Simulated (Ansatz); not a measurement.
C3H6ClN can be A, `C/C=C(\N)Cl`, or B, `C/N=C(/C)Cl`.

Gas-phase electronic energies from Ansatz, PBE0-D4/def2-TZVP geometries. CCSD(T)/CBS is the MP2 limit (def2-TZVPP, def2-QZVPP) plus CCSD(T) − MP2 in def2-TZVPP, frozen cores. Double bonds are as drawn, so ΔE can hold a change between cis and trans. DFT in def2-TZVPP. B3LYP here is the variant with VWN-RPA as its local correlation; programs differ in this. One conformer a species, not always the lowest.

A:

```xyz
11

C    -0.599   -1.216    0.583
C    -0.814    0.223    0.248
C     0.091    0.977   -0.374
N     1.308    0.574   -0.887
Cl   -0.234    2.648   -0.705
H    -0.904   -1.884   -0.230
H     0.450   -1.438    0.809
H    -1.178   -1.497    1.465
H    -1.765    0.678    0.492
H     2.036    1.269   -0.836
H     1.610   -0.333   -0.564
```

B:

Z-matrix (Å, degrees):
```
C
N 1 1.433
H 1 1.094 2 113.8
H 1 1.093 2 108.6 3 122.0
H 1 1.093 2 108.6 3 -122.0
C 2 1.242 1 124.6 3 0.1
Cl 6 1.791 2 123.8 1 0.1
C 6 1.486 2 124.6 1 -179.9
H 8 1.092 6 110.1 2 120.9
H 8 1.092 6 110.1 2 -120.9
H 8 1.089 6 109.2 2 -0.0
```

(1) Which is lower in electronic energy at CCSD(T)/CBS, and by how much? (Estimate.)

(2) Give E(B) − E(A) in kcal/mol with B3LYP, HF/def2-TZVPP, CCSD(T)/def2-TZVPP, CCSD/def2-TZVPP, B2PLYP, r2SCAN-D4, ωB97M-V. (An estimate is asked.)

Largest T1 diagnostic: 0.012.

## Answers

(1) Computed: B, by 3.5 kcal/mol.

(2) Computed: B3LYP -4.8, HF/def2-TZVPP -4.6, CCSD(T)/def2-TZVPP -4.4, CCSD/def2-TZVPP -3.9, B2PLYP -4.8, r2SCAN-D4 -4.8, ωB97M-V -3.3. None reverses the order clearly.

From PBE to PBE0 (25 % exact exchange), in def2-TZVPP and without D4, E(B) − E(A) moves by +1.5 kcal/mol.
